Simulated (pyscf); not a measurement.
Optimised with ωB97X-D3(BJ)/def2-SVP in PySCF. Correlated levels are frozen-core, on RHF or UHF. ΔMP2 is the change of the MP2 total energy from the triple- to the quadruple-zeta basis.

How much does it cost (ΔH, 298 K, CCSD(T)/def2-TZVPP + ΔMP2(QZVPP)) to split HN=B–SiH₃ at its B–Si bond into [B=NH]• + SiH₃•?

B–Si to [B=NH]• + SiH₃•: 98.4 kcal/mol. The radicals are drawn with the spin at the cut bond; how far it spreads was not checked. HN=B–SiH₃ lies 18.0 kcal/mol over its isomer HB=N–SiH₃ (electronic energy, ωB97M-D3(BJ)/def2-TZVP). The CCSD(T) − MP2 part came from Ansatz, without density fitting, on the same reference. The term symbol of open-shell B=NH was not checked; spin-orbit terms are left out.
